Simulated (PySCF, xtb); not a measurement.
NO2, SMILES [O]N=O (connectivity only; charge and spin as stated), charge -1, multiplicity 1.

Geometry optimised at r2SCAN-D4/def2-TZVPD. The spin state was assumed, not searched. The isomer is the one that the SMILES or the coordinates give; other isomers of the formula were not compared.

Method: IEF-PCM-PBE0/def2-SVPD (PySCF 2.14.0).

The values are the electrostatic part of the solvation free energy, E(continuum) − E(gas) at the gas-phase geometry, in a cavity of scaled van der Waals radii (PySCF's table); cavitation and dispersion terms are not included. In vacuum the orbital gap is 5.61 eV.

```
solvent         ε  ΔG(elec) (kcal/mol)  gap (eV)
----------  -----  -------------------  --------
water       78.36                -67.3      5.67
chloroform   4.71                -53.6      5.65
1-octanol    9.86                -61.2      5.66
```

For comparison, GFN2-xTB/ALPB(water) (xtb, at the GFN2-xTB geometry, all terms of that model) gives -71.6 kcal/mol.
